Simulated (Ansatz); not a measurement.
# SiNH4 (quartet): wave-function methods side by side at distance Si1–H5 along a hydrogen transfer = 1.783 Å, cc-pVDZ

One table from this session's results is given with a row withheld; the runs are named, their logs left out.

Method: cc-pVDZ, core rule «outside noble gas», up to 6 orbitals frozen; program: Ansatz 0.2.0, Gaussian basis.

The runs, in order: UHF; CCSD(T) on ROHF; CCSD(T) on UHF; BCCD(T) on ROHF; CISD; CCSDT(Q) on ROHF; CCSDT(Q) on UHF; CASSCF and MRCISD+Q, 5 electrons in 5 orbitals; CASSCF and NEVPT2, 5 electrons in 5 orbitals.

9 further runs of the same task are left out: 1 for a mislabelled method, 8 that didn't finish.

## The system

The geometry derives from fragments relaxed apart (PBE0/def2-TZVP) and kept rigid, so it is no stationary point. A hydrogen atom is moved between rigid fragments.

6 atoms, charge 0, spin multiplicity 4.

Atoms are counted from 1 here; the program's logs count them from 0.

Bond lengths: Si1–H2 1.485 Å, Si1–H3 1.485 Å, Si1–H4 1.485 Å, H5–N6 1.090 Å. Angles: H2–Si1–H3 109.5°, H2–Si1–H4 109.5°, H3–Si1–H4 109.5°.

The first run:

in.yaml reads:

```yaml
crystal:
  periodic: [false, false, false]
  atoms:
    - {symbol: Si, position_ang: [-0.878979, 0.000000, 0.000000]}
    - {symbol: H, position_ang: [-1.373851, 1.399708, 0.000000]}
    - {symbol: H, position_ang: [-1.373851, -0.699854, 1.212183]}
    - {symbol: H, position_ang: [-1.373851, -0.699854, -1.212183]}
    - {symbol: H, position_ang: [0.904021, 0.000000, 0.000000]}
    - {symbol: N, position_ang: [1.994021, 0.000000, 0.000000]}
basis:
  gaussian: {orbitals: cc-pVDZ}
magnetization: {spin_polarized: true, initial_magnetization: 3}
hamiltonian: {xc: hf}
output: {orbitals: {seedname: orbitals}}
```

Launch:

```console
> ansatz run in.yaml --threads 1 --pin off --events-out ev --progress --plain --max-ram 2393MiB
```

Among the steps run: UHF; CCSD(T) on ROHF; CCSD(T) on UHF; BCCD(T) on ROHF; CISD; CCSDT(Q) on ROHF; CCSDT(Q) on UHF; CASSCF and MRCISD+Q, 5 electrons in 5 orbitals; CASSCF and NEVPT2, 5 electrons in 5 orbitals.

One of the session's tables, all rows but one given; the rest of the session is left out.

```
   method  from UCCSDT(Q) (meV)
     ROHF               +7431.1
      UHF               +7088.4
     RMP2               +1411.7
     UMP2               +1442.6
     CISD                +737.1
    RCCSD                +175.3
    UCCSD                +168.9
 RCCSD(T)                 +36.1
 UCCSD(T)                     ?
  BCCD(T)                 +36.1
   RCCSDT                  +8.2
   UCCSDT                  +6.3
RCCSDT(Q)                  +1.8
UCCSDT(Q)                     0
```

**Question.** Estimate the row for UCCSD(T).

The run gave: from UCCSDT(Q) (meV): +35.0. In the column «from UCCSDT(Q) (meV)» it lies between RCCSDT (+8.2) and RCCSD(T) (+36.1).

Left out of the table: CASSCF pair, NEVPT2 pair, MRCISD pair, MRCISD+Q pair (the active space lost an orbital or holds another state than full CI finds).

Caveats from the session: Restricted and unrestricted rows rest on different reference determinants; where their highest levels disagree by more than a few hundredths of an eV, they describe different states and don't form one ladder. Warnings in the runs' records: passed over end.
